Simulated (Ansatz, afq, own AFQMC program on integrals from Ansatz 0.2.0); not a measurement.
Two steps: Ansatz 0.2.0 writes the Fock matrix and Cholesky factors of the valence space, and afq projects on them the lowest state that overlaps trial and start.

```yaml
crystal:
  periodic: [false, false, false]
  atoms:
    - {symbol: Si, position_ang: [0.000000, 0.000000, 2.100805]}
    - {symbol: Al, position_ang: [0.000000, 0.000000, -0.252999]}
    - {symbol: H, position_ang: [0.000000, 0.000000, -1.847805]}
basis:
  gaussian: {orbitals: 6-31G}
magnetization: {spin_polarized: false}
correlation: {method: ccsd_t, electrons: outside_noble_gas, hamiltonian_folder: ham}
```

```sh
$ ansatz run in.yaml --threads 1 --pin off --events-out ev --progress --plain --max-ram 16896MiB --backend cuda --devices 0, --max-vram 18GiB
```

Options of the walk:

```
--method free --trial hf --walkers 20 --time-step 0.05 --max-blocks 30 --target-error 0.00068 --factor-cut 1e-05 --seed 8246 --times 0,2,5,8,12 --taylor-order 8
```

Times are imaginary, in 1/Eh. The walk had a cap of 60 s.

```
orbitals 18  electrons 4 4  factors 103 of 310
reference energy -531.24607728 Eh
CCSD correlation -0.09853188 Eh in 14 cycles, weight of the determinant in the CISD state 0.8605
repeat  energy at the last time / Eh  error
    10  -531.355886  0.018737
    20  -531.382660  0.022183
    30  -531.366088  0.018107
time / (1/Eh)  energy / Eh  error  mean overlap
  0.00  -531.337037  0.004473  1.0000
  2.00  -531.344733  0.003618  1.0004
  5.00  -531.346544  0.004641  1.1278
  8.00  -531.356903  0.012569  1.0222
 12.00  -531.366088  0.018107  0.8654
energy -531.366088 +/- 0.018107 Eh
```

The run failed at least one of its tests; the cautions name the faults.

Against this walk (error 492.7 meV) on the same determinant: CCSD(T) 499.7 meV higher (within the noise), CCSDT(Q) 399.7 meV higher (within the noise), CCSDTQ 391.7 meV higher (within the noise), full CI 389.4 meV higher (within the noise). The error is statistical, and a free projection of finite length keeps a remainder of its start.

A setting was made bad on purpose (projection too long), so the walk's energy isn't to be trusted.

Cautions: remainder of the start not in the error; phase noise grows fast; error above the target (492.7 against 18.5 meV); another spin lies lower (by 604 meV); restricted determinant unstable towards unrestricted (UHF 704 meV lower, ⟨S²⟩ 1.00); strong correlation (T1 0.029, weight of the determinant 0.86, largest double 0.17); the CCSDT(Q) amplitudes may be one of several solutions (largest double 0.63); the CCSDTQ amplitudes may be one of several solutions (largest double 0.93); the determinant fills πx and πy unequally, so it mixes two states of the linear molecule, and each level undoes that mixture to a different degree, while full CI gives the lower state; CCSDTQ on the UHF determinant differs (605 meV lower), perhaps since the unrestricted series falls towards higher spin; so few walkers bias the energy; the time-step error isn't removed.

CCSDT and higher add their correlation energy to the determinant of the CCSD(T) run, since their own runs factorise the integrals more tightly (a shift of under 2 meV).
